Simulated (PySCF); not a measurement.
Molecule: SMILES SC1CCCC1, C5H10S.

Geometry (Å), atoms numbered from 1 in this order:
```xyz
16

S     2.2636    0.7494   -0.4583
C     1.0990   -0.4406    0.3043
C     0.1278    0.2078    1.2906
C    -1.0012    0.7653    0.4095
C    -0.9822   -0.0834   -0.8859
C     0.1561   -1.0992   -0.7025
H     1.3337    1.5628   -1.0035
H     1.7710   -1.1650    0.7889
H    -0.2658   -0.5805    1.9547
H     0.6082    0.9657    1.9252
H    -1.9723    0.7230    0.9241
H    -0.8227    1.8275    0.1809
H    -1.9433   -0.5841   -1.0730
H    -0.7929    0.5525   -1.7646
H     0.6586   -1.3742   -1.6405
H    -0.2354   -2.0268   -0.2510
```

Geometry PBE0-D3(BJ)/def2-SVP throughout; GIAO in PySCF 2.14.0 with density-fitted response routines, gas phase, one conformer, non-relativistic; equivalent atoms averaged; functional PBE0.

For orientation, def2-TZVP gives these absolute shieldings σ: S1 531.2, C2 138.2, C3/C6 146.8, C4/C5 164.5, H9/H16 29.61, H8 28.54, H11/H13 29.83, H10/H15 29.61, H7 29.46 ppm.

A run gave: S1 577.5, C2 150.5, C3/C6 157.2, C4/C5 172.9, H9/H16 30.09, H8 29.05, H11/H13 30.36, H10/H15 30.07, H7 30.31 ppm (absolute shieldings σ).

Task: Which basis set was used in that run?
A. 6-31G*
B. aug-cc-pVDZ
C. STO-3G
D. pcSseg-0
E. pcSseg-1

Result: A. H7 tells them apart best: 6-31G* gives 30.31, STO-3G gives 33.12, pcSseg-0 gives 31.59, aug-cc-pVDZ gives 29.51, pcSseg-1 gives 29.35 ppm.
